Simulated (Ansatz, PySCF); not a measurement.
Dissociation curve of CN, doublet.

Computed with: UHF/6-31G* = unrestricted Hartree-Fock/6-31G*, spherical d run with PySCF; UHF/cc-pVQZ (Ansatz, an electronic-structure program); UKS-LDA (SVWN5)/6-31G* = unrestricted LDA (SVWN5)/6-31G*, spherical d run with PySCF 2.14.0.

Energies are in kcal/mol, each relative to the lowest point of its own curve near equilibrium.

```
R / Å  UHF/6-31G*    UHF  UKS-LDA (SVWN5)/6-31G*
-----  ----------  -----  ----------------------
0.86        249.6  224.2                   276.3
0.93        119.1  105.3                   140.6
1.00         45.8   39.5                    61.1
1.04         21.8   18.6                    33.4
1.08          7.3    6.4                    15.4
1.12          0.0    0.8                     4.9
1.16          8.9    0.0                     0.4
1.19          7.5    1.6                     0.0
1.21          7.6    3.4                     1.0
1.29         14.4   14.4                    12.0
1.32         18.6   19.5                    18.3
1.44         37.2   40.0                    49.5
1.56         55.8   58.9                    81.5
1.73         77.8   81.6                   117.3
1.90         88.4   92.9                   147.7
2.09         89.1   94.5                   171.7
2.36         87.4   93.5                   192.2
2.53         86.4   92.7                   199.8
2.81         85.4   91.7                   207.3
3.10         85.0   91.1                   211.5
3.46         84.8   90.9                   214.3
4.08         84.9   90.8                   216.1
4.65         84.9   90.8                       —
```

At the longest distance, 4.65 Å, UHF lies highest above its minimum (90.8 kcal/mol) and UHF/6-31G* lowest (84.9 kcal/mol).

The UHF/6-31G* curve passes through a maximum at 2.09 Å and then falls by 4.2 kcal/mol up to the last usable point, a hump where its reference is spin-contaminated.

The UHF curve passes through a maximum at 2.09 Å and then falls by 3.7 kcal/mol up to the last usable point, a hump where its reference is spin-contaminated.

A dash means that the run gave no value there, or that the column was ended at a point which the program doubted or which failed a test of continuity chosen for this set; such a test can also cut sound points.

The unrestricted solution behind UHF/6-31G*, UHF changes between 1.73 and 1.90 Å, which can leave a kink. The unrestricted determinant behind UHF/6-31G*, UHF is spin-contaminated at 1.08 to 4.65 Å (<S²> up to 2.8, against 0.75 for a pure doublet). The unrestricted solution behind UKS-LDA (SVWN5)/6-31G* changes between 1.90 and 2.09 Å and between 2.09 and 2.36 Å and between 4.08 and 4.65 Å, which can leave a kink. The unrestricted determinant behind UKS-LDA (SVWN5)/6-31G* is spin-contaminated at 1.90 to 4.08 Å (<S²> up to 2.7, against 0.75 for a pure doublet).
